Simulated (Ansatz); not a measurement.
# BH₄+ (triplet): from Hartree-Fock to the top rungs, aug-cc-pVDZ

Aim: climb from Hartree-Fock through coupled cluster and multireference methods for BH₄+ (triplet) at one geometry and basis, and see what each rung misses.

Method: aug-cc-pVDZ, core rule «outside noble gas», up to 1 orbitals frozen; program: Ansatz 0.2.0, Gaussian basis.

The runs, in order: UHF; CCSD(T) on ROHF; CCSD(T) on UHF; BCCD(T) on ROHF; CISD; CCSDT(Q) on ROHF; CCSDT(Q) on UHF; CASSCF and MRCISD+Q, 6 electrons in 8 orbitals; CASSCF and NEVPT2, 6 electrons in 8 orbitals; Full CI.

8 further runs of the same task are left out: 2 for a known fault of the program, 6 set aside as unsound or not needed.

### Step 1. What is computed

The geometry is a PBE0/def2-TZVP stationary point (not a proven minimum).

5 atoms, charge 1, spin multiplicity 3.

Atoms are counted from 1 here; the program's logs count them from 0.

Bond lengths: B1–H2 1.256 Å, B1–H3 1.256 Å, B1–H4 1.256 Å, B1–H5 1.256 Å. Angles: H2–B1–H3 65.3°, H2–B1–H4 135.2°, H2–B1–H5 135.2°, H3–B1–H4 135.2°, H3–B1–H5 135.2°, H4–B1–H5 65.3°.

As a file:

```
B     0.00000    0.00000    0.00000
H     0.47247    0.48629    1.05730
H    -0.48579   -0.47088    1.05825
H    -0.47191    0.47140   -1.06428
H     0.48523   -0.48681   -1.05127
```

### Step 2. UHF

File in.yaml:

```yaml
crystal:
  periodic: [false, false, false]
  atoms:
    - {symbol: B, position_ang: [0.000000, 0.000000, 0.000000]}
    - {symbol: H, position_ang: [0.472475, 0.486295, 1.057304]}
    - {symbol: H, position_ang: [-0.485791, -0.470884, 1.058245]}
    - {symbol: H, position_ang: [-0.471913, 0.471402, -1.064277]}
    - {symbol: H, position_ang: [0.485229, -0.486813, -1.051272]}
basis:
  gaussian: {orbitals: aug-cc-pVDZ}
total_charge: 1
magnetization: {spin_polarized: true, initial_magnetization: 2}
hamiltonian: {xc: hf}
output: {orbitals: {seedname: orbitals}}
```

Command:

```console
> ansatz run in.yaml --threads 1 --pin off --events-out ev --progress --plain --max-ram 3328MiB --backend cpu
```

Further steps of the session: CCSD(T) on ROHF; CCSD(T) on UHF; BCCD(T) on ROHF; CISD; CCSDT(Q) on ROHF; CCSDT(Q) on UHF; CASSCF and MRCISD+Q, 6 electrons in 8 orbitals; CASSCF and NEVPT2, 6 electrons in 8 orbitals; Full CI.

Q: Predict the results of all the runs planned. Wanted: FCI below the RHF energy; RMP2 from FCI; UMP2 from FCI; RCCSD from FCI; RCCSD(T) from FCI; UCCSD(T) from FCI; RCCSDT(Q) from FCI; UCCSDT(Q) from FCI; NEVPT2 valence from FCI.

The runs gave:

| quantity | value |
| --- | --- |
| FCI below the RHF energy | -3.2933 eV |
| RMP2 from FCI | +16.24 kcal/mol |
| UMP2 from FCI | +16.85 kcal/mol |
| RCCSD from FCI | +1.88 kcal/mol |
| RCCSD(T) from FCI | +0.39 kcal/mol |
| UCCSD(T) from FCI | +0.38 kcal/mol |
| RCCSDT(Q) from FCI | 0.00 kcal/mol |
| UCCSDT(Q) from FCI | -0.01 kcal/mol |
| NEVPT2 valence from FCI | +10.54 kcal/mol |
| MRCISD+Q valence from FCI | +0.17 kcal/mol |
| levels within 1 kcal/mol (43 meV) | RCCSD(T), UCCSD(T), BCCD(T), RCCSDT, UCCSDT, RCCSDT(Q), UCCSDT(Q), MRCISD+Q valence |
| T1 diagnostic | 0.018 |
| effectively unpaired electrons | 2.02 |

RCCSD(T) lands +0.39 kcal/mol from the yardstick (0.5 % of the correlation energy). One determinant dominates. Of the multireference levels listed MRCISD+Q valence comes nearest in total energy (+0.17 kcal/mol), which doesn't show that its space is the better one. These misses are within one basis, not against nature; the frozen cores of restricted and unrestricted runs differ, which can shift their rows.
